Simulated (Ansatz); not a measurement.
For solid iodine, LDA (Ansatz, a first-principles code, plane waves, PAW) gives:

```
Property                              Result
-----------------------------  -------------
equilibrium volume per atom    36.82 Å³/atom
band gap at the measured cell        1.03 eV
```

### Question
What does HSE06 in Ansatz (plane waves, PAW) give for the same quantities?

### Answer

- equilibrium volume per atom: 49.23 Å³/atom (grows by 34 %)
- band gap at the measured cell: 1.91 eV (rises by 0.88 eV)

Changes are worked out from the printed values.

Unless a cell is named, each level is at its own relaxed cell (LDA 36.82, HSE06 49.23 Å³/atom).

Levels without +SOC have no spin–orbit coupling; where heavier elements are present it shifts gaps, mostly down, and can invert bands. Density-functional gaps are differences of (generalised) Kohn–Sham levels.

Caveats: the cell comes from a level without a dispersion term, which matters for the spacing of layers, chains or molecules (LDA, HSE06). Ansatz's density-functional and Hartree–Fock values are scalar-relativistic unless marked +SOC, with PAW data made under PBE.
